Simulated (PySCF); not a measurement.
Compound: NH3.
SMILES with atom numbers: `[NH3:1]` (hydrogens: H2, H3, H4 on N1)

A GFN2-xTB structure was refined with PBE0-D3(BJ)/def2-SVP geometry optimisation, gas phase (PySCF 2.14.0). Its GFN2-xTB values:

| coordinate | GFN2-xTB |
| --- | --- |
| N1–H2 | 0.987 Å |
| H2–N1–H3 | 109.7° |

Problem. How do these coordinates change at the PBE0-D3(BJ)/def2-SVP level?

Solution. 
```
coordinate  PBE0-D3(BJ)/def2-SVP (Å or °)  change
     N1–H2                          1.020  +0.033
  H2–N1–H3                          105.3    -4.4
```

The energy falls by 4.0 kJ/mol over 6 energy and gradient evaluations, the largest force component goes from 0.0360 to 6.0e-05 Eh/bohr, and the atoms move by 0.023 Å rms after alignment. The bond that changes most is N1–H2 (ammonia nitrogen to N–H hydrogen), which lengthens by 0.033 Å. Bonds longer at the end by more than 0.005 Å: 1 of 3; shorter: 2. Rotational constants go from 304373, 289879, 186964 to 291800, 291761, 190805 MHz.

The run used 29 basis functions and 36 SCF cycles in all. Hardware: one thread, Arm Neoverse V2 (aarch64), shared host. Cost: 1.2 s of wall time, 0.24 GiB resident at most.

Not checked by PBE0-D3(BJ)/def2-SVP frequencies.
